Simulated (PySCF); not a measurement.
# C4H6F2: the cost of one run

Programs: PySCF 2.14.0, with density-fitted response routines of our own. Each step states its level of theory. These are calculated values for one molecule in the gas phase, unless marked as measured. Atoms count from 0, in the outputs and in this text.

### Step 1. Starting geometry

12 atoms, charge 0, multiplicity 1; geometry from: GFN2-xTB. The atoms were then displaced at random by about 0.01 Å, so the start is not that level's minimum.

Bonds of the start (Å): C0–C1 1.50, C1–F2 1.39, C1–C3 1.53, C3–C4 1.29, C4–F5 1.35, C0–H6 1.07, C0–H7 1.10, C0–H8 1.11, C1–H9 1.09, C3–H10 1.09, C4–H11 1.09.

### Step 2. Relaxing the molecule at PBE0-D3(BJ)/def2-SVP

The job: settings as JSON, then the geometry in Å.

```
{"job": {"xc": "PBE0", "basis": "def2-SVP", "d3": "d3bj", "grid": 1, "shake": 0.01, "kind": "geom"}, "charge": 0, "multiplicity": 1}
C     -1.410390     0.336320     0.414040
C     -0.481390    -0.288990    -0.591360
F     -1.067020    -1.456150    -1.067630
C      0.876220    -0.613030     0.040280
C      1.866350     0.205490     0.080010
F      1.817330     1.443560    -0.458460
H     -1.549870    -0.286080     1.275460
H     -2.383370     0.524740    -0.063970
H     -1.028850     1.323300     0.749270
H     -0.342350     0.358530    -1.456330
H      0.914800    -1.592500     0.506030
H      2.828230     0.016550     0.563610
```

Command:

```
$ OMP_NUM_THREADS=1 python probes_run.py task.json out
```

One launch serves the whole session: the jobs run in the order shown.

Q: Estimate the wall time and peak memory of this first job on 1 thread of Arm Neoverse V2, shared host.

About 49 s, with a peak of 0.47 GiB.
